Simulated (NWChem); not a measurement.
All runs are NWChem calculations. System: propene (C$_{3}$H$_{6}$), charge 0, spin multiplicity 1, at a geometry optimised with PBE0/def2-SVP. Level: TD-PBE/def2-SVP.

Job file:

```
start mol
memory heap 200 mb stack 900 mb global 1100 mb
geometry units angstroms nocenter noautoz
  C      0.251373     1.216148     0.000000
  C     -0.459434    -0.096628     0.000000
  C      0.125646    -1.295327     0.000000
  H     -0.024077     1.817183    -0.882952
  H     -0.024077     1.817183     0.882952
  H      1.344067     1.088526     0.000000
  H     -1.556478    -0.050605     0.000000
  H      1.215992    -1.399611     0.000000
  H     -0.460938    -2.217837     0.000000
  symmetry group Cs
end
basis spherical
  * library def2-svp
end
dft
  xc xpbe96 cpbe96
  semidirect memsize 60000000 filesize 0
  iterations 100
end
tddft
  rpa
  nroots 8
  notriplet
  thresh 1e-4
end
task tddft energy
```

NWChem printed:

```
             Northwest Computational Chemistry Package (NWChem) 7.3.0
             --------------------------------------------------------

                                NWChem Input Module
                                -------------------

 Scaling coordinates for geometry "geometry" by  1.889725989
 (inverse scale =  0.529177249)

 Turning off AUTOSYM since
 SYMMETRY directive was detected!

                             Geometry "geometry" -> ""
                             -------------------------

 Output coordinates in angstroms (scale by  1.889725989 to convert to a.u.)

  No.       Tag          Charge          X              Y              Z
 ---- ---------------- ---------- -------------- -------------- --------------
    1 C                    6.0000     0.25137300     1.21614800     0.00000000
    2 C                    6.0000    -0.45943400    -0.09662800     0.00000000
    3 C                    6.0000     0.12564600    -1.29532700     0.00000000
    4 H                    1.0000    -0.02407700     1.81718300    -0.88295200
    5 H                    1.0000    -0.02407700     1.81718300     0.88295200
    6 H                    1.0000     1.34406700     1.08852600     0.00000000
    7 H                    1.0000    -1.55647800    -0.05060500     0.00000000
    8 H                    1.0000     1.21599200    -1.39961100     0.00000000
    9 H                    1.0000    -0.46093800    -2.21783700     0.00000000

 Effective nuclear repulsion energy (a.u.)      70.5701132332

            Nuclear Dipole moment (a.u.)
            ----------------------------
        X                 Y               Z
 ---------------- ---------------- ----------------
    -0.0000018897    -0.0000056692     0.0000000000

      Symmetry information
      --------------------

 Group name             Cs
 Group number              2
 Group order               2
 No. of unique centers     8

      Symmetry unique atoms

     1    2    3    4    6    7    8    9


 Summary of "ao basis" -> "" (spherical)
 ------------------------------------------------------------------------------
       Tag                 Description            Shells   Functions and Types
 ---------------- ------------------------------  ------  ---------------------
 *                          def2-svp                  on all atoms

  pbe96 is a nonlocal functional; adding pw91lda local functional.

                                 NWChem DFT Module
                                 -----------------

 Summary of "ao basis" -> "ao basis" (spherical)
 ------------------------------------------------------------------------------
       Tag                 Description            Shells   Functions and Types
 ---------------- ------------------------------  ------  ---------------------
 C                          def2-svp                 6       14   3s2p1d
 H                          def2-svp                 3        5   2s1p

 Summary of "ao basis" -> "ao basis" (spherical)
 ------------------------------------------------------------------------------
       Tag                 Description            Shells   Functions and Types
 ---------------- ------------------------------  ------  ---------------------
 C                          def2-svp                 6       14   3s2p1d
 H                          def2-svp                 3        5   2s1p

      Symmetry analysis of basis
      --------------------------

        a'         51
        a"         21

            General Information
            -------------------
          SCF calculation type: DFT
          Wavefunction type:  closed shell.
          No. of atoms     :     9
          No. of electrons :    24
           Alpha electrons :    12
            Beta electrons :    12
          Charge           :     0
          Spin multiplicity:     1
          Use of symmetry is: off; symmetry adaption is: on
          Maximum number of iterations: 100
          AO basis - number of functions:    72
                     number of shells:    36
          Convergence on energy requested:  1.00D-06
          Convergence on density requested:  1.00D-05
          Convergence on gradient requested:  5.00D-04

              XC Information
              --------------
          PerdewBurkeErnzerhof Exchange Functional  1.000
            Perdew 1991 LDA Correlation Functional  1.000 local
           PerdewBurkeErnz. Correlation Functional  1.000 non-local

             Grid Information
             ----------------
          Grid used for XC integration:  medium
          Radial quadrature: Mura-Knowles
          Angular quadrature: Lebedev.
          Tag              B.-S. Rad. Rad. Pts. Rad. Cut. Ang. Pts.
          ---              ---------- --------- --------- ---------
          C                   0.70       49          10.0       434
          H                   0.35       45          11.0       434
          Grid pruning is: on
          Number of quadrature shells:   417
          Spatial weights used:  Erf1

          Convergence Information
          -----------------------
          Convergence aids based upon iterative change in
          total energy or number of iterations.
          Levelshifting, if invoked, occurs when the
          HOMO/LUMO gap drops below (HL_TOL):  1.00D-02
          DIIS, if invoked, will attempt to extrapolate
          using up to (NFOCK): 10 stored Fock matrices.

                    Damping( 0%)  Levelshifting(0.5)       DIIS
                  --------------- ------------------- ---------------
          dE  on:    start            ASAP                start
[...]
  Iter   NTrls   NConv    DeltaV     DeltaE      Time
  ----  ------  ------  ---------  ---------  ---------
    1      8       0     0.35E+00   0.10+100        2.9
    2     16       0     0.12E+00   0.26E-01        3.0
    3     32       0     0.34E-01   0.26E-01        5.2
    4     48       0     0.89E-02   0.16E-02        4.8
    5     64       0     0.34E-02   0.26E-04        5.2
    6     80       2     0.18E-02   0.52E-05        4.7
    7     92       5     0.96E-03   0.13E-05        4.7
    8     98       6     0.38E-03   0.39E-06        3.1
    9    102       7     0.14E-03   0.55E-07        2.3
   10    104       8     0.64E-04   0.71E-08        1.6
  ----  ------  ------  ---------  ---------  ---------
  Convergence criterion met

  Ground state a'       -117.646192368644 a.u.

  ----------------------------------------------------------------------------
  Root   1 singlet a"             0.278695434 a.u.                7.5837 eV
  ----------------------------------------------------------------------------
     Transition Moments    X -0.00000   Y -0.00000   Z  0.09482
     Transition Moments   XX  0.00000  XY -0.00000  XZ  0.20400
     Transition Moments   YY  0.00000  YZ  1.35611  ZZ -0.00000
     Dipole Oscillator Strength                    0.0016704781
     Electric Quadrupole                           0.0000002168
     Magnetic Dipole                               0.0000012322
     Total Oscillator Strength                     0.0016719270

          sigma_e =   2.5204 Angstrom
          sigma_h =   1.4077 Angstrom
         |d_h->e| =   1.4380 Angstrom
            d_exc =   3.2330 Angstrom
            d_CD1 =   2.5507 Angstrom
            d_CD2 =  -0.5260 Angstrom
            d_CD3 =   4.6710 Angstrom
     Pearson C.C. =  -0.0071

     Occ.   11  a'  ---  Virt.   13  a"  -0.10663 X
     Occ.   12  a"  ---  Virt.   14  a'  -0.99322 X
  ----------------------------------------------------------------------------
  Root   2 singlet a'             0.283159881 a.u.                7.7052 eV
  ----------------------------------------------------------------------------
     Transition Moments    X -0.34697   Y  1.44233   Z  0.00000
     Transition Moments   XX  0.44982  XY  0.65559  XZ -0.00000
     Transition Moments   YY -1.35206  YZ  0.00000  ZZ  0.12607
     Dipole Oscillator Strength                    0.4154351006
     Electric Quadrupole                           0.0000001635
     Magnetic Dipole                               0.0000004940
     Total Oscillator Strength                     0.4154357581

          sigma_e =   1.7404 Angstrom
          sigma_h =   1.6212 Angstrom
         |d_h->e| =   0.3032 Angstrom
            d_exc =   2.3874 Angstrom
            d_CD1 =   0.4223 Angstrom
            d_CD2 =  -1.3776 Angstrom
            d_CD3 =   2.6906 Angstrom
     Pearson C.C. =   0.0087

     Occ.    8  a'  ---  Virt.   15  a'  -0.05538 X
     Occ.    9  a"  ---  Virt.   13  a"   0.19004 X
     Occ.   10  a'  ---  Virt.   14  a'  -0.05334 X
     Occ.   12  a"  ---  Virt.   13  a"  -0.97000 X
     Occ.   12  a"  ---  Virt.   13  a"   0.14634 Y
     Occ.   12  a"  ---  Virt.   17  a"  -0.09283 X
     Occ.   12  a"  ---  Virt.   28  a"  -0.05034 X
  ----------------------------------------------------------------------------
  Root   3 singlet a"             0.290342971 a.u.                7.9006 eV
  ----------------------------------------------------------------------------
     Transition Moments    X -0.00000   Y -0.00000   Z  0.05372
     Transition Moments   XX  0.00000  XY -0.00000  XZ -0.83248
     Transition Moments   YY  0.00000  YZ -0.02155  ZZ -0.00000
     Dipole Oscillator Strength                    0.0005586766
     Electric Quadrupole                           0.0000000904
     Magnetic Dipole                               0.0000040333
     Total Oscillator Strength                     0.0005628003

          sigma_e =   1.6244 Angstrom
          sigma_h =   1.6734 Angstrom
         |d_h->e| =   0.2311 Angstrom
            d_exc =   2.3525 Angstrom
            d_CD1 =   0.2800 Angstrom
            d_CD2 =  -1.4179 Angstrom
            d_CD3 =   2.5836 Angstrom
     Pearson C.C. =  -0.0077

     Occ.   10  a'  ---  Virt.   13  a"   0.07529 X
     Occ.   11  a'  ---  Virt.   13  a"   0.96712 X
     Occ.   12  a"  ---  Virt.   14  a'  -0.10357 X
     Occ.   12  a"  ---  Virt.   15  a'  -0.21570 X
  ----------------------------------------------------------------------------
  Root   4 singlet a"             0.300385906 a.u.                8.1739 eV
  ----------------------------------------------------------------------------
     Transition Moments    X  0.00000   Y -0.00000   Z -0.00707
     Transition Moments   XX  0.00000  XY  0.00000  XZ  0.13617
     Transition Moments   YY  0.00000  YZ -0.05192  ZZ -0.00000
     Dipole Oscillator Strength                    0.0000100164
     Electric Quadrupole                           0.0000000031
     Magnetic Dipole                               0.0000001212
     Total Oscillator Strength                     0.0000101406

          sigma_e =   2.4306 Angstrom
          sigma_h =   1.4384 Angstrom
         |d_h->e| =   0.4547 Angstrom
            d_exc =   2.8671 Angstrom
            d_CD1 =   1.4470 Angstrom
            d_CD2 =  -1.4798 Angstrom
            d_CD3 =   3.3218 Angstrom
     Pearson C.C. =  -0.0052

     Occ.   11  a'  ---  Virt.   13  a"   0.21189 X
     Occ.   12  a"  ---  Virt.   15  a'   0.97550 X
  ----------------------------------------------------------------------------
  Root   5 singlet a"             0.313088029 a.u.                8.5196 eV
  ----------------------------------------------------------------------------
     Transition Moments    X  0.00000   Y  0.00000   Z -0.07780
     Transition Moments   XX -0.00000  XY -0.00000  XZ -0.00195
     Transition Moments   YY -0.00000  YZ -0.97271  ZZ  0.00000
     Dipole Oscillator Strength                    0.0012635195
     Electric Quadrupole                           0.0000001546
     Magnetic Dipole                               0.0000025646
     Total Oscillator Strength                     0.0012662388

          sigma_e =   1.5458 Angstrom
          sigma_h =   1.7289 Angstrom
         |d_h->e| =   1.0092 Angstrom
            d_exc =   2.5278 Angstrom
            d_CD1 =   1.1923 Angstrom
            d_CD2 =  -0.6282 Angstrom
            d_CD3 =   3.5370 Angstrom
     Pearson C.C. =   0.0014

     Occ.   10  a'  ---  Virt.   13  a"  -0.98358 X
     Occ.   11  a'  ---  Virt.   13  a"   0.07611 X
     Occ.   12  a"  ---  Virt.   16  a'   0.13708 X
     Occ.   12  a"  ---  Virt.   19  a'  -0.05681 X
  ----------------------------------------------------------------------------
  Root   6 singlet a"             0.315299066 a.u.                8.5797 eV
  ----------------------------------------------------------------------------
     Transition Moments    X -0.00000   Y  0.00000   Z -0.19603
     Transition Moments   XX -0.00000  XY  0.00000  XZ -0.07530
     Transition Moments   YY -0.00000  YZ -0.63882  ZZ -0.00000
     Dipole Oscillator Strength                    0.0080777339
     Electric Quadrupole                           0.0000000691
     Magnetic Dipole                               0.0000003445
     Total Oscillator Strength                     0.0080781475

          sigma_e =   2.6597 Angstrom
          sigma_h =   1.4310 Angstrom
         |d_h->e| =   0.3942 Angstrom
            d_exc =   3.0581 Angstrom
            d_CD1 =   1.6229 Angstrom
            d_CD2 =  -1.6511 Angstrom
            d_CD3 =   3.4523 Angstrom
     Pearson C.C. =  -0.0098

     Occ.   10  a'  ---  Virt.   13  a"  -0.13597 X
     Occ.   12  a"  ---  Virt.   16  a'  -0.98737 X
  ----------------------------------------------------------------------------
  Root   7 singlet a'             0.341333814 a.u.                9.2882 eV
  ----------------------------------------------------------------------------
     Transition Moments    X  0.02478   Y  0.16859   Z -0.00000
     Transition Moments   XX -0.51314  XY -0.38322  XZ -0.00000
     Transition Moments   YY  1.57343  YZ -0.00000  ZZ  0.42496
     Dipole Oscillator Strength                    0.0066074452
     Electric Quadrupole                           0.0000002624
     Magnetic Dipole                               0.0000004408
     Total Oscillator Strength                     0.0066081484

          sigma_e =   2.0104 Angstrom
          sigma_h =   1.4566 Angstrom
         |d_h->e| =   2.0381 Angstrom
            d_exc =   3.3394 Angstrom
            d_CD1 =   2.5920 Angstrom
            d_CD2 =   0.3046 Angstrom
            d_CD3 =   5.3775 Angstrom
     Pearson C.C. =  -0.1424

     Occ.    9  a"  ---  Virt.   13  a"  -0.25644 X
     Occ.   11  a'  ---  Virt.   14  a'   0.07330 X
     Occ.   12  a"  ---  Virt.   17  a"  -0.95938 X
  ----------------------------------------------------------------------------
  Root   8 singlet a"             0.353604654 a.u.                9.6221 eV
  ----------------------------------------------------------------------------
     Transition Moments    X  0.00000   Y  0.00000   Z -0.07444
     Transition Moments   XX  0.00000  XY -0.00000  XZ  0.13640
     Transition Moments   YY -0.00000  YZ -1.02740  ZZ  0.00000
     Dipole Oscillator Strength                    0.0013061582
     Electric Quadrupole                           0.0000002529
     Magnetic Dipole                               0.0000011754
     Total Oscillator Strength                     0.0013075865

          sigma_e =   2.4576 Angstrom
          sigma_h =   1.4253 Angstrom
         |d_h->e| =   1.0023 Angstrom
            d_exc =   3.0292 Angstrom
            d_CD1 =   2.0346 Angstrom
            d_CD2 =  -0.9392 Angstrom
            d_CD3 =   4.0315 Angstrom
     Pearson C.C. =  -0.0144

     Occ.    8  a'  ---  Virt.   13  a"   0.20632 X
     Occ.   12  a"  ---  Virt.   18  a'  -0.96764 X
     Occ.   12  a"  ---  Virt.   19  a'   0.12304 X

              Target root =      1
          Target symmetry = none
      Ground state energy =   -117.646192368644
        Excitation energy =      0.278695434135
     Excited state energy =   -117.367496934509

  stored tddft:energy   -117.36749693450872

 Task  times  cpu:       41.3s     wall:       41.3s

 Total times  cpu:       41.3s     wall:       41.3s
```
